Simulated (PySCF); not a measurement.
# LiF at PBE0

Computed with PBE0; Li def2-TZVP, F def2-TZVP; no relativity (PySCF 2.14).

| Quantity | Value |
| --- | --- |
| state | ¹Σ⁺ (singlet), closed shell |
| bond length | 1.561 Å |
| harmonic wavenumber | 929 cm⁻¹ |
| force constant | 2.60 mdyn/Å |
| rotational constant Be | 1.351 cm⁻¹ |
| anharmonicity ωexe | 8.66 cm⁻¹ |
| vibration–rotation constant αe | 0.0199 cm⁻¹ |
| well depth De to Li + F | 537 kJ/mol |
| dissociation energy D0 | 532 kJ/mol |
| HOMO–LUMO gap | 6.65 eV |
| bond order (Mayer) | 0.45 |
| dipole moment (positive dipole means Li(−)F(+)) | -6.18 D |
